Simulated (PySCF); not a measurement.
What binds SF⁻: the parts of the energy along the bond

State: ¹Σ⁺, singlet, closed shell. RHF-based CCSD(T) in PySCF 2.14 with S aug-cc-pV(D+d)Z, F aug-cc-pVDZ and S aug-cc-pV(T+d)Z, F aug-cc-pVTZ (frozen core orbitals: 6; no relativity). Correlation energies are extrapolated as n⁻³ (n = 2, 3), Hartree–Fock as (n+1)·exp(−9√n). CV is the change on freezing 1 orbitals instead, in S cc-pwCVTZ, F cc-pwCVTZ. SR is the spin-free X2C energy in S cc-pVTZ-DK, F cc-pVTZ-DK less the non-relativistic one in S cc-pVTZ, F cc-pVTZ. All energies in eV from S + F⁻.

```
 R (Å)  HF/CBS  CCSD corr.      (T)       CV      SR   total
1.5369  -1.205      -0.758  -0.0666  -0.0161  0.0124  -2.033
1.6068  -1.428      -0.814  -0.0820  -0.0104  0.0112  -2.323
1.6767  -1.491      -0.868  -0.0982  -0.0060  0.0098  -2.453
1.7465  -1.445      -0.917  -0.1148  -0.0025  0.0086  -2.470
1.8164  -1.325      -0.961  -0.1318   0.0003  0.0074  -2.410
1.9037  -1.111      -1.008  -0.1529   0.0030  0.0061  -2.263
1.9910  -0.859      -1.045  -0.1737   0.0050  0.0051  -2.068
```

A fit to the total gives Re = 1.7242 Å, De = 2.474 eV, ωe = 635.8 cm⁻¹, Be = 0.4758 cm⁻¹ (masses 31.9721 and 18.9984 u).

Problem. At R = 1.7465 Å the CCSD correlation energy is -0.372271 hartree in the smaller basis and -0.461624 in the larger. Extrapolate it.

Solution. (3³·E3 − 2³·E2)/(3³ − 2³) = -0.49925 hartree; the larger basis holds 92.5 % of it.

The T1 diagnostic is 0.017. The open-shell atoms are computed with UHF. Spin–orbit coupling, excitations beyond (T) and corrections to the Born–Oppenheimer picture are left out.
